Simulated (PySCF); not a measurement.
Static response to an electric field

Compound: C2H3Cl3.
Cartesian coordinates in Å at the PBE0-D3(BJ)/def2-TZVP level; atoms count from 1:
```xyz
8
C2H3Cl3 angstrom
C      0.7358    0.0391    0.4209
C     -0.5618   -0.0359   -0.3424
Cl    -0.2942   -0.7919   -1.9261
Cl    -1.7454   -1.0011    0.5622
Cl    -1.2182    1.5956   -0.5882
H      0.5571    0.5037    1.3907
H      1.4524    0.6358   -0.1427
H      1.1281   -0.9671    0.5661
```

Level: CAM-B3LYP/aug-cc-pVTZ (PySCF), static field, nuclei fixed, core orbitals frozen in the response. The polarisability tensor in these axes (au):

```
x   64.27 -0.37 -3.79
y   -0.37 70.73 -0.22
z   -3.79 -0.22 68.51
```

Problem. Give the principal values, the mean and the anisotropy Δα = √{½[(α1 − α2)² + (α2 − α3)² + (α1 − α3)²]}.

Solution. Principal values 62.02, 70.73 and 70.75 au; mean 67.84 au = 10.05 Å³ = 11.18 × 10⁻⁴⁰ C²·m²/J; Δα = 8.72 au (13 % of the mean).

Problem. What is the dipole moment, and where does it point?

Solution. (1.57, 0.09, 0.92) D, 1.82 D in size, pointing from the negative to the positive side. Measured along this direction, the outermost atoms are Cl5, Cl3 and Cl4 at the negative end and H8, H6 and H7 at the positive end.

Problem. In a dilute gas of rigid molecules at 250 K, how does the orientational term μ²/3kT compare with the electronic polarisability?

Solution. In Gaussian units μ²/3kT = 32.02 Å³ against 10.05 Å³, a ratio of 3.19; the Debye molar polarisation (4π/3)N_A(α + μ²/3kT) is 106.1 cm³/mol, leaving out the vibrational part.

Problem. Sum over states: ᾱ = Σ f/ω², ω in Eh. What share falls to these 10 lowest TDDFT singlets (eV, f)? 6.47, 0.0000; 6.83, 0.0117; 6.83, 0.0118; 7.07, 0.0017; 7.36, 0.0084; 7.36, 0.0085; 8.00, 0.0000; 8.05, 0.0005; 8.05, 0.0005; 8.13, 0.0060.

Solution. They add up to 0.71 au, 1.0 % of the 67.84 au; the largest single term is 0.19 au, from the state at 6.83 eV. Terms in order: 0.00, 0.19, 0.19, 0.03, 0.11, 0.12, 0.00, 0.01, 0.01, 0.07 au. Higher excitations give the rest. The strengths listed sum to 0.049.

Problem. What would n − 1 = 2πNα be for an ideal gas of these molecules at 400 K and 1 atm, electronic part alone?

Solution. N = p/kT = 1.8347 × 10¹⁹ cm⁻³, so n − 1 = 2π × N × 10.05 × 10⁻²⁴ cm³ = 1159 × 10⁻⁶ at long wavelengths, for an ideal gas.

Problem. Find the Langevin capture rate constant for H3+ (3.023 u) meeting this molecule (131.930 u), k = 2.342 × 10⁻⁹ cm³/s × √(α in Å³ / reduced mass in u).

Solution. The reduced mass is 2.96 u, so k = 4.32 × 10⁻⁹ cm³/s. The formula leaves out the permanent dipole, which adds to the capture rate.

Isolated species at its PBE0-D3(BJ)/def2-TZVP geometry, gas phase.
